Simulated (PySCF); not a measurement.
NaCl, SMILES [Na][Cl].

Geometry: B3LYP-D3(BJ)/def2-TZVPD.

Level of theory: TDA-B3LYP/def2-TZVPD (PySCF).

Vertical excitations; the highest root listed may be one member of a degenerate set. Gas-phase values at a fixed geometry. State labels are in the subgroup C2v.

```json
[
 {"state": "S1", "symmetry": "B2", "energy (eV)": "3.47", "λ (nm)": "357", "f": "0.012", "main pairs": "HOMO→LUMO (degenerate set)"},
 {"state": "S2", "symmetry": "B1", "energy (eV)": "3.47", "λ (nm)": "357", "f": "0.012", "main pairs": "HOMO−1→LUMO (degenerate set)"},
 {"state": "S3", "symmetry": "A1", "energy (eV)": "4.15", "λ (nm)": "299", "f": "0.105", "main pairs": "HOMO−2→LUMO 96 %"},
 {"state": "S4", "symmetry": "A2", "energy (eV)": "5.42", "λ (nm)": "229", "f": "0.000", "main pairs": "HOMO→LUMO+1, HOMO−1→LUMO+2 (degenerate set)"},
 {"state": "S5", "symmetry": "A1", "energy (eV)": "5.42", "λ (nm)": "229", "f": "0.000", "main pairs": "HOMO−1→LUMO+1, HOMO→LUMO+2 (degenerate set)"},
 {"state": "S6", "symmetry": "A2", "energy (eV)": "5.45", "λ (nm)": "228", "f": "0.000", "main pairs": "HOMO−1→LUMO+2 49 %, HOMO→LUMO+1 49 %"},
 {"state": "S7", "symmetry": "A1", "energy (eV)": "5.65", "λ (nm)": "219", "f": "0.057", "main pairs": "HOMO→LUMO+2 48 %, HOMO−1→LUMO+1 48 %"},
 {"state": "S8", "symmetry": "B1", "energy (eV)": "5.84", "λ (nm)": "212", "f": "0.003", "main pairs": "HOMO−1→LUMO+3, HOMO−2→LUMO+1 (degenerate set)"},
 {"state": "S9", "symmetry": "B2", "energy (eV)": "5.84", "λ (nm)": "212", "f": "0.003", "main pairs": "HOMO→LUMO+3, HOMO−2→LUMO+2 (degenerate set)"},
 {"state": "S10", "symmetry": "B1", "energy (eV)": "5.89", "λ (nm)": "210", "f": "0.081", "main pairs": "HOMO−2→LUMO+1 52 %, HOMO−1→LUMO+3 43 %"},
 {"state": "T1", "symmetry": "B1", "energy (eV)": "3.40", "λ (nm)": "365", "f": "0", "main pairs": "HOMO−1→LUMO (degenerate set)"},
 {"state": "T2", "symmetry": "B2", "energy (eV)": "3.40", "λ (nm)": "365", "f": "0", "main pairs": "HOMO→LUMO (degenerate set)"},
 {"state": "T3", "symmetry": "A1", "energy (eV)": "3.81", "λ (nm)": "326", "f": "0", "main pairs": "HOMO−2→LUMO 99 %"},
 {"state": "T4", "symmetry": "A1", "energy (eV)": "5.36", "λ (nm)": "231", "f": "0", "main pairs": "HOMO−1→LUMO+1 48 %, HOMO→LUMO+2 48 %"}
]
```
Triplets are in the Tamm–Dancoff approximation.
